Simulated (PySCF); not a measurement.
## r²SCAN beside CCSD(T) along the third period: bonds to C

r²SCAN and CCSD(T) in PySCF with x2c-TZVPPall on every atom, spin-free X2C, for the lowest determinant that a PBE0 search found; no spin–orbit coupling.

| molecule | state (unpaired electrons) | r²SCAN Re (Å) | r²SCAN ωe (cm⁻¹) | r²SCAN De (eV) | CCSD(T) Re (Å) | CCSD(T) ωe (cm⁻¹) | CCSD(T) De (eV) |
| --- | --- | --- | --- | --- | --- | --- | --- |
| NaC | quartet (σ ↑, π ↑↑) | 2.238 | 432 | 2.20 | 2.221 | 442 | 1.90 |
| AlC | quartet (σ ↑, π ↑↑) | 1.969 | 639 | 3.64 | 1.973 | 643 | 3.30 |
| SiC | triplet (σ ↑, π ↑) | 1.716 | 977 | 4.52 | 1.730 | 955 | 4.17 |
| CS | singlet (closed shell) | 1.536 | 1302 | 7.32 | ? | ? | ? |

Estimate the CCSD(T) values of CS by adding the mean shift from r²SCAN to CCSD(T) of the other rows, and compare with the calculation.

The mean shifts are +0.0 pm, -3 cm⁻¹ and -0.33 eV, which give 1.536 Å, 1299 cm⁻¹ and 6.99 eV. CCSD(T)/x2c-TZVPPall gives Re = 1.543 Å, ωe = 1278 cm⁻¹, De = 7.12 eV.

What are the mean differences of r²SCAN from CCSD(T) over the whole series?

Re -0.2 pm, ωe +8 cm⁻¹, De +0.30 eV.

In a basis of this size CCSD(T) is itself not converged; it tends to give bonds that are too long and too weak.

Correlated steps freeze the inner cores (2 to 6 orbitals); shallow outer-core shells are correlated. UHF and ROHF references stand side by side, which adds small steps between rows. Where the molecule has an RHF reference, its open-shell atoms are computed with UHF. The CCSD T1 diagnostic is raised in AlC, CS, SiC, a sign that a single reference may not be enough there. States were picked by a PBE0 search and need not be the measured ground states.
